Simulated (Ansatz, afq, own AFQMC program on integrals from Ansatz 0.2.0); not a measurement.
Atomization energy of N2, singlet

```yaml
atoms:
  - { symbol: N, position_ang: [0.0000, 0.0000, 0.0000] }
  - { symbol: N, position_ang: [0.0000, 0.0000, 1.0895] }
```

Atoms in their ground-state spins without spin–orbit coupling (mostly on UHF) minus the molecule (RHF), without zero-point energy. The geometry is a stationary point, not shown to be a minimum.

Basis cc-pVQZ. Only valence electrons are correlated. Ansatz 0.2.0 and our own AFQMC program on the same integrals; the CISD trial comes from CCSD amplitudes, and released means the phaseless constraint is let go. Free AFQMC starts from the CCSD state and is never constrained. Its projection time is finite, and what remains of the start isn't in its error. Uncertainties: one standard error, sampling alone. The errors of all members are added in quadrature.

No full CI on the walks' own integrals is used here. The released AFQMC energy serves as the reference, which it does only where one determinant dominates, the energy is flat over the last release times and near the phaseless one (40 meV or 2 meV an electron, half that with transition metals). On small molecules, where full CI could be run and the noise was under 10 meV, such values lay within 10 meV of it in 19 cases of 20, a flattering rate, since the rule was set on those same cases; what remains of the bias isn't in the error bar. Each member takes its own surest rung, up to full CI.

Errors are counted within cc-pVQZ, not against nature.

Cautions: N₂ (singlet): the ph-AFQMC/HF walk drifts between its halves (2.6 errors), the released value is read at 2.40 1/Eh (meV from the phaseless value at times in 1/Eh: -5 ± 5 at 0.24, -6 ± 4 at 0.51, -12 ± 5 at 0.99, -7 ± 5 at 1.62, -13 ± 7 at 2.40).

Reference (AFQMC with the constraint released): 222.9 ± 0.2 kcal/mol.

| level | atomization energy (kcal/mol) | error against released AFQMC (kcal/mol) |
| --- | --- | --- |
| HF | 116.2 | -106.7 ± 0.2 |
| MP2 | 234.7 | 11.8 ± 0.2 |
| CCSD | 213.5 | -9.4 ± 0.2 |
| CCSD(T) | 222.4 | -0.5 ± 0.2 |
| CCSDT | 221.7 | -1.1 ± 0.2 |
| CCSDT(Q) | 222.8 | -0.1 ± 0.2 |
| ph-AFQMC/HF | 223.4 ± 0.9 | 0.5 ± 0.9 |
| ph-AFQMC/CISD | 222.7 ± 0.1 | -0.2 ± 0.2 |
| free AFQMC | 222.7 ± 0.3 | -0.2 ± 0.3 |

Correlation beyond CCSD(T) adds 0.5 ± 0.2 kcal/mol. The perturbative (T) step is worth +8.9 kcal/mol.

CCSDT and higher add their correlation energy to the determinant of the CCSD(T) run, since their own runs factorise the integrals more tightly (a shift of under 2 meV). Free projections are given only where their last times agree within the noise and don't stop above the reference; a slow remainder of the start can still hide under it. A walk keeps the symmetry of its determinant, which the program's search chose and which needn't be the lowest solution, so a lower state of the same spin and another symmetry isn't excluded. Released energies are given only where the last usable release times agree within the noise; a slower fall can still hide under it.
